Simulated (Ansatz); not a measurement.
Input file:

```yaml
crystal:
  periodic: [false, false, false]
  atoms:
    - {symbol: Al, position_ang: [0.000000, 0.000000, 0.000000]}
    - {symbol: P, position_ang: [0.000000, 0.000000, 8.034000]}
basis:
  gaussian: {orbitals: cc-pVDZ}
total_charge: 1
magnetization: {spin_polarized: false, initial_magnetization: 1}
hamiltonian: {xc: hf, pseudopotentials: {relativity: scalar}}
output: {orbitals: {seedname: orbitals}}
```

```sh
$ ansatz run in.yaml --threads 1 --pin off --events-out ev --progress --plain --max-ram 2393MiB
```

Log:

```
374 factors; integrals over basis functions are off by at most 9.9e-5 eV
mean field evaluation 1: about -15875.1771 eV, gradient 6.7e0 eV
mean field evaluation 2: about -15875.1856 eV, gradient 6.6e0 eV
mean field evaluation 4: about -15875.3797 eV, gradient 2.6e-1 eV
mean field evaluation 8: about -15875.3807 eV, gradient 8.7e-6 eV
mean field evaluation 16: about -15874.9017 eV, gradient 8.9e0 eV
mean field evaluation 32: about -15875.3658 eV, gradient 3.3e-2 eV
mean field evaluation 64: about -15875.3127 eV, gradient 3.7e-1 eV
mean field evaluation 96: about -15875.2998 eV, gradient 1.5e0 eV
mean field evaluation 128: about -15875.3195 eV, gradient 6.3e-2 eV
mean field evaluation 160: about -15875.3807 eV, gradient 2.1e-6 eV
mean field -15875.38074285 eV, -583.4094815801 hartree, gradient 2.1e-6 eV, S^2 0.750000; 4 other end points of the search recorded, 0 dependent functions left out
reference -15875.38074285 eV, -583.4094815801 hartree; 14, 13 occupied and 22, 23 virtual orbitals, 374 factors
Total energy: -15875.38074285 eV, -583.4094815801 hartree
Relativity: scalar
```

Ran on 1 thread of Arm Neoverse V2, shared host: 0.42 s wall, 0.07 GiB peak host memory.
